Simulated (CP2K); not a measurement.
**A workflow on N2H3 (hydrazinyl radical)**

Aim: energy and gradient (UHF/DZVP-MOLOPT-PBE0-GTH), then energy and gradient (UHF/DZVP-MOLOPT-PBE0-GTH), then energy and gradient (UHF/DZVP-MOLOPT-PBE0-GTH), then energy and forces (UHF/DZVP-MOLOPT-PBE0-GTH) of N2H3 (hydrazinyl radical). The setting varied is the cutoff. 

The calculation is run with CP2K 2026.2.

4 further runs of the same task are left out: 4 set aside as unsound or not needed.

**1. The system as given**

N2H3: 5 atoms, total charge 0, spin state doublet. As SMILES, `[NH]N`. The shape is that of a PBE0-D4/def2-TZVP optimisation. This is one conformer, not always the lowest.

Bond lengths: N1–N2 1.338 Å, N1–H3 1.021 Å, N2–H4 1.008 Å, N2–H5 1.012 Å. Angles: N1–N2–H4 113.9°, N1–N2–H5 120.9°, N2–N1–H3 106.1°, H4–N2–H5 114.6°.

**2. Energy and forces at UHF/DZVP-MOLOPT-PBE0-GTH (core potential, admm exchange PBEX, admm type ADMM2) (run 5)**

molecule.inp

```
&FORCE_EVAL
  METHOD Quickstep
  &DFT
    BASIS_SET_FILE_NAME BASIS_MOLOPT_UZH
    BASIS_SET_FILE_NAME BASIS_ADMM_UZH
    POTENTIAL_FILE_NAME POTENTIAL_UZH
    CHARGE 0
    MULTIPLICITY 2
    UKS T
    &QS
      METHOD GPW
      EPS_DEFAULT 1.0E-10
    &END
    &MGRID
      CUTOFF 350
      REL_CUTOFF 50
      NGRIDS 4
    &END
    &POISSON
      PERIODIC NONE
      POISSON_SOLVER WAVELET
    &END
    &SCF
      SCF_GUESS ATOMIC
      EPS_SCF 1.0E-06
      MAX_SCF 30
      &OT ON
        MINIMIZER DIIS
        PRECONDITIONER FULL_SINGLE_INVERSE
      &END
      &OUTER_SCF
        EPS_SCF 1.0E-06
        MAX_SCF 10
      &END
    &END
    &XC
      &XC_FUNCTIONAL NONE
      &END
      &HF
        FRACTION 1
        &SCREENING
          EPS_SCHWARZ 1.0E-09
          SCREEN_ON_INITIAL_P F
        &END
        &INTERACTION_POTENTIAL
          POTENTIAL_TYPE COULOMB
        &END
        &MEMORY
          MAX_MEMORY 1750
        &END
      &END
    &END
    &AUXILIARY_DENSITY_MATRIX_METHOD
      ADMM_TYPE ADMM2
      EXCH_CORRECTION_FUNC PBEX
    &END
    &PRINT
      &MOMENTS
        PERIODIC F
        REFERENCE COM
        MAX_MOMENT 1
      &END
      &MO_CUBES
        NLUMO 5
        NHOMO -1
        WRITE_CUBE F
      &END
      &HIRSHFELD OFF
      &END
    &END
  &END
  &SUBSYS
    &CELL
      ABC [angstrom] 8.9 8.9 8.9
      PERIODIC NONE
    &END
    &COORD
      N     -0.187600    -0.818050     0.454040
      N     -0.128660     0.235610    -0.368450
      H      0.759840    -0.951450     0.811270
      H     -1.030950     0.592300    -0.640030
      H      0.587360     0.941580    -0.256830
    &END
    &TOPOLOGY
      &CENTER_COORDINATES
      &END
    &END
    &KIND N
      BASIS_SET ORB DZVP-MOLOPT-PBE0-GTH-q5
      BASIS_SET AUX_FIT admm-dzp-q5
      POTENTIAL GTH-PBE0-q5
    &END
    &KIND H
      BASIS_SET ORB DZVP-MOLOPT-PBE0-GTH-q1
      BASIS_SET AUX_FIT admm-dzp-q1
      POTENTIAL GTH-PBE0-q1
    &END
  &END
  &PRINT
    &FORCES ON
    &END
  &END
&END
&GLOBAL
  PROJECT_NAME molecule
  RUN_TYPE ENERGY_FORCE
  PRINT_LEVEL MEDIUM
&END
```

Command:

```sh
OMP_NUM_THREADS=2 cp2k.psmp -i molecule.inp > molecule.out 2>&1
```

The program printed:

```text
CP2K| version string:                                       CP2K version 2026.2
[...]
 GLOBAL| Method name                                                        CP2K
[...]
 GLOBAL| Run type                                                   ENERGY_FORCE
[...]
 DFT| Spin unrestricted (spin-polarized) Kohn-Sham calculation               UKS
 DFT| Multiplicity                                                             2
[...]
 DFT| Charge                                                                   0
[...]
 QS| Method:                                                                 GPW
[...]
 QS| Density cutoff [a.u.]:                                                175.0
[...]
 QS| Relative density cutoff [a.u.]:                                        25.0
[...]
                             - Atoms:                                          5
[...]
                             - Spherical basis functions:                     41
[...]
 Number of electrons:                                                          7
[...]
     1 OT DIIS     0.80E-01    2.0     0.13844154       -19.2834169474 -1.93E+01
[...]
  *** SCF run converged in    26 steps ***
[...]
  Overlap energy of the core charge distribution:               0.00000029085174
  Self energy of the core charge distribution:                -53.87655890933123
  Core Hamiltonian energy:                                     15.76614441650233
  Hartree energy:                                              22.59127324945463
  Exchange-correlation energy:                                 -0.29513701573488
  Hartree-Fock Exchange energy:                                -5.21483101994518
  Total energy:                                               -21.02910898820258
[...]
 HOMO - LUMO gap [eV] :   15.116616
 ENERGY| Total FORCE_EVAL ( QS ) energy [hartree]            -21.029108988397198
[...]
```

Run time: 87 s. Hardware: 2 threads of Arm Neoverse V1, shared host; peak memory 1 GiB.

**3. Energy and forces at UHF/DZVP-MOLOPT-PBE0-GTH (core potential, admm exchange PBEX, admm type ADMM2) (run 6)**

qs.inp

```
&GLOBAL
  PROJECT_NAME qs
  RUN_TYPE ENERGY_FORCE
  PRINT_LEVEL MEDIUM
&END GLOBAL

&FORCE_EVAL
  METHOD QS
  &DFT
    BASIS_SET_FILE_NAME BASIS_MOLOPT_UZH
    BASIS_SET_FILE_NAME BASIS_ADMM_UZH
    POTENTIAL_FILE_NAME POTENTIAL_UZH
    MULTIPLICITY 2
    UKS T
    &QS
      METHOD GPW
      EPS_DEFAULT 1.0E-10
    &END QS
    &MGRID
      CUTOFF 450
      REL_CUTOFF 50
      NGRIDS 4
    &END MGRID
    &POISSON
      PERIODIC NONE
      POISSON_SOLVER WAVELET
    &END POISSON
    &SCF
      SCF_GUESS ATOMIC
      EPS_SCF 1.0E-06
      MAX_SCF 30
      &OT
        MINIMIZER DIIS
        PRECONDITIONER FULL_SINGLE_INVERSE
      &END OT
      &OUTER_SCF
        EPS_SCF 1.0E-06
        MAX_SCF 10
      &END OUTER_SCF
    &END SCF
    &XC
      &XC_FUNCTIONAL NONE
      &END XC_FUNCTIONAL
      &HF
        FRACTION 1
        &SCREENING
          EPS_SCHWARZ 1.0E-09
        &END SCREENING
        &MEMORY
          MAX_MEMORY 1750
        &END MEMORY
      &END HF
    &END XC
    &AUXILIARY_DENSITY_MATRIX_METHOD
      ADMM_TYPE ADMM2
      EXCH_CORRECTION_FUNC PBEX
    &END AUXILIARY_DENSITY_MATRIX_METHOD
    &PRINT
      &MOMENTS
        PERIODIC F
        REFERENCE COM
        MAX_MOMENT 1
      &END MOMENTS
      &MO_CUBES
        NLUMO 5
        NHOMO -1
        WRITE_CUBE F
      &END MO_CUBES
      &HIRSHFELD OFF
      &END HIRSHFELD
    &END PRINT
  &END DFT
  &SUBSYS
    &CELL
      ABC 8.9 8.9 8.9
      PERIODIC NONE
    &END CELL
    &COORD
      N     -0.187600    -0.818050     0.454040
      N     -0.128660     0.235610    -0.368450
      H      0.759840    -0.951450     0.811270
      H     -1.030950     0.592300    -0.640030
      H      0.587360     0.941580    -0.256830
    &END COORD
    &TOPOLOGY
      &CENTER_COORDINATES
      &END CENTER_COORDINATES
    &END TOPOLOGY
    &KIND N
      BASIS_SET ORB DZVP-MOLOPT-PBE0-GTH-q5
      BASIS_SET AUX_FIT admm-dzp-q5
      POTENTIAL GTH-PBE0-q5
    &END KIND
    &KIND H
      BASIS_SET ORB DZVP-MOLOPT-PBE0-GTH-q1
      BASIS_SET AUX_FIT admm-dzp-q1
      POTENTIAL GTH-PBE0-q1
    &END KIND
  &END SUBSYS
  &PRINT
    &FORCES ON
    &END FORCES
  &END PRINT
&END FORCE_EVAL
```

Command:

```sh
OMP_NUM_THREADS=2 cp2k.psmp -i qs.inp -o qs.out
```

The program printed:

```text
CP2K| version string:                                       CP2K version 2026.2
[...]
 GLOBAL| Method name                                                        CP2K
[...]
 GLOBAL| Run type                                                   ENERGY_FORCE
[...]
 DFT| Spin unrestricted (spin-polarized) Kohn-Sham calculation               UKS
 DFT| Multiplicity                                                             2
[...]
 DFT| Charge                                                                   0
[...]
 QS| Method:                                                                 GPW
[...]
 QS| Density cutoff [a.u.]:                                                225.0
[...]
 QS| Relative density cutoff [a.u.]:                                        25.0
[...]
                             - Atoms:                                          5
[...]
                             - Spherical basis functions:                     41
[...]
 Number of electrons:                                                          7
[...]
     1 OT DIIS     0.80E-01    2.6     0.13844241       -19.2835152658 -1.93E+01
[...]
  *** SCF run converged in    25 steps ***
[...]
  Overlap energy of the core charge distribution:               0.00000029085174
  Self energy of the core charge distribution:                -53.87655890933123
  Core Hamiltonian energy:                                     15.76627950877563
  Hartree energy:                                              22.59115940738105
  Exchange-correlation energy:                                 -0.29518510868759
  Hartree-Fock Exchange energy:                                -5.21483951207548
  Total energy:                                               -21.02914432308587
[...]
 HOMO - LUMO gap [eV] :   15.116670
 ENERGY| Total FORCE_EVAL ( QS ) energy [hartree]            -21.029144323136322
[...]
```

Run time: 1.9 min. Hardware: 2 threads of Arm Neoverse V1, shared host; peak memory 1.3 GiB.

Run 7 isn't shown in full; the table further down has it.

**4. Energy and forces at UHF/DZVP-MOLOPT-PBE0-GTH (core potential, admm exchange PBEX, admm type ADMM2) (run 8)**

qs.inp

```
&GLOBAL
    PROJECT_NAME qs
    RUN_TYPE ENERGY_FORCE
    PRINT_LEVEL MEDIUM
&END GLOBAL

&FORCE_EVAL
    METHOD QUICKSTEP
    &DFT
        BASIS_SET_FILE_NAME BASIS_MOLOPT_UZH
        BASIS_SET_FILE_NAME BASIS_ADMM_UZH
        POTENTIAL_FILE_NAME POTENTIAL_UZH
        MULTIPLICITY 2
        UNRESTRICTED_KOHN_SHAM T
        ! Quickstep
        &QS
            METHOD GPW
            EPS_DEFAULT 1.0E-10
        &END QS
        &MGRID
            CUTOFF 800
            REL_CUTOFF 50
            NGRIDS 4
        &END MGRID
        &POISSON
            PERIODIC NONE
            POISSON_SOLVER WAVELET
        &END POISSON
        &SCF
            SCF_GUESS ATOMIC
            EPS_SCF 1.0E-06
            MAX_SCF 30
            &OT
                MINIMIZER DIIS
                PRECONDITIONER FULL_SINGLE_INVERSE
            &END OT
            &OUTER_SCF
                EPS_SCF 1.0E-06
                MAX_SCF 10
            &END OUTER_SCF
        &END SCF
        &XC
            &XC_FUNCTIONAL NONE
            &END XC_FUNCTIONAL
            &HF
                FRACTION 1
                &SCREENING
                    EPS_SCHWARZ 1.0E-09
                &END SCREENING
                &MEMORY
                    MAX_MEMORY 1750
                &END MEMORY
            &END HF
        &END XC
        &AUXILIARY_DENSITY_MATRIX_METHOD
            ADMM_TYPE ADMM2
            EXCH_CORRECTION_FUNC PBEX
        &END AUXILIARY_DENSITY_MATRIX_METHOD
        &PRINT
            &MOMENTS
                PERIODIC F
                REFERENCE COM
                MAX_MOMENT 1
            &END MOMENTS
            &MO_CUBES
                NLUMO 5
                NHOMO -1
                WRITE_CUBE F
            &END MO_CUBES
            &HIRSHFELD OFF
            &END HIRSHFELD
        &END PRINT
    &END DFT
    &SUBSYS
        ! box in angstrom
        &CELL
            ABC 8.9 8.9 8.9
            PERIODIC NONE
        &END CELL
        &COORD
            N     -0.187600    -0.818050     0.454040
            N     -0.128660     0.235610    -0.368450
            H      0.759840    -0.951450     0.811270
            H     -1.030950     0.592300    -0.640030
            H      0.587360     0.941580    -0.256830
        &END COORD
        &TOPOLOGY
            &CENTER_COORDINATES
            &END CENTER_COORDINATES
        &END TOPOLOGY
        &KIND N
            BASIS_SET ORB DZVP-MOLOPT-PBE0-GTH-q5
            BASIS_SET AUX_FIT admm-dzp-q5
            POTENTIAL GTH-PBE0-q5
        &END KIND
        &KIND H
            BASIS_SET ORB DZVP-MOLOPT-PBE0-GTH-q1
            BASIS_SET AUX_FIT admm-dzp-q1
            POTENTIAL GTH-PBE0-q1
        &END KIND
    &END SUBSYS
    &PRINT
        &FORCES ON
        &END FORCES
    &END PRINT
&END FORCE_EVAL
```

Command:

```sh
OMP_NUM_THREADS=2 cp2k.psmp qs.inp > qs.out
```

The program printed:

```text
CP2K| version string:                                       CP2K version 2026.2
[...]
 GLOBAL| Method name                                                        CP2K
[...]
 GLOBAL| Run type                                                   ENERGY_FORCE
[...]
 DFT| Spin unrestricted (spin-polarized) Kohn-Sham calculation               UKS
 DFT| Multiplicity                                                             2
[...]
 DFT| Charge                                                                   0
[...]
 QS| Method:                                                                 GPW
[...]
 QS| Density cutoff [a.u.]:                                                400.0
[...]
 QS| Relative density cutoff [a.u.]:                                        25.0
[...]
                             - Atoms:                                          5
[...]
                             - Spherical basis functions:                     41
[...]
 Number of electrons:                                                          7
[...]
     1 OT DIIS     0.80E-01    8.2     0.13844227       -19.2834781920 -1.93E+01
[...]
  *** SCF run converged in    26 steps ***
[...]
  Overlap energy of the core charge distribution:               0.00000029085174
  Self energy of the core charge distribution:                -53.87655890933123
  Core Hamiltonian energy:                                     15.76622778971132
  Hartree energy:                                              22.59120646634851
  Exchange-correlation energy:                                 -0.29516273585055
  Hartree-Fock Exchange energy:                                -5.21483977504231
  Total energy:                                               -21.02912687331253
[...]
 HOMO - LUMO gap [eV] :   15.116691
 ENERGY| Total FORCE_EVAL ( QS ) energy [hartree]            -21.029126873537468
[...]
```

It took 7.3 min on 2 threads of Arm Neoverse V1, shared host; peak memory 2.5 GiB.

**5. All runs side by side**

| run | cutoff | energy (Eh) | dipole moment (D) | HOMO energy (eV) | LUMO energy (eV) | wall time |
| --- | --- | --- | --- | --- | --- | --- |
| 5 | 350 | -21.029109 | 2.56 | -8.61 | 3.82 | 87 s |
| 6 | 450 | -21.029144 | 2.56 | -8.61 | 3.82 | 1.9 min |
| 7 | 600 | -21.029126 | 2.56 | -8.61 | 3.82 | 4.3 min |
| 8 | 800 | -21.029127 | 2.56 | -8.61 | 3.82 | 7.3 min |

Convergence of the total energy of doublet N2H3 with the cutoff, against the last point:

| cutoff | from the last (mEh) | wall time |
| --- | --- | --- |
| 350 Ry | +0.018 | 87 s |
| 450 Ry | -0.017 | 1.9 min |
| 600 Ry | +0.001 | 4.3 min |
| 800 Ry | +0.000 | 7.3 min |

Convergence of the largest force on an atom of doublet N2H3 with the cutoff, against the last point:

```csv
cutoff,from the last (eV/Å),wall time
350 Ry,+0.01356,87 s
450 Ry,-0.02290,1.9 min
600 Ry,-0.00123,4.3 min
800 Ry,+0.00000,7.3 min
```

**6. What came out**

```
                                                           quantity         value
                      run 8, UHF/DZVP-MOLOPT-PBE0-GTH: total energy  -21.02913 Eh
                     run 8, UHF/DZVP-MOLOPT-PBE0-GTH: dipole moment        2.56 D
run 8, UHF/DZVP-MOLOPT-PBE0-GTH: HOMO energy (highest over α and β)      -8.61 eV
 run 8, UHF/DZVP-MOLOPT-PBE0-GTH: LUMO energy (lowest over α and β)       3.82 eV
                              run 8, UHF/DZVP-MOLOPT-PBE0-GTH: ⟨S²⟩         0.760
          run 8, UHF/DZVP-MOLOPT-PBE0-GTH: largest force on an atom    2.206 eV/Å
```

**Reading.** For the total energy of doublet N2H3 to stay within 0.01 mEh of the last point, 600 Ry is the first point of the series from which all later ones do (4.3 min against 7.3 min). For the largest force on an atom of doublet N2H3 to stay within 0.02 eV/Å of the last point, 600 Ry is the first point of the series from which all later ones do (4.3 min against 7.3 min). For the largest force on an atom of doublet N2H3 to stay within 0.005 eV/Å of the last point, 600 Ry is the first point of the series from which all later ones do (4.3 min against 7.3 min). Over the runs the total energy spans 0.001 eV. All runs together took 15 min, the longest 7.3 min.
